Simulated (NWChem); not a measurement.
Species: Be cation, doublet

Computed with NWChem. Spin-unrestricted. No stability test was run on the SCF state. Fermi-contact couplings, non-relativistic, static geometry.

For level B3LYP/cc-pCVTZ:

```yaml
A(iso) 9Be atom 1 (MHz): -652
```

Task: Estimate the same quantities for level B3LYP/def2-SVP.

Result: 
* **A(iso) 9Be atom 1 (MHz)**: -700
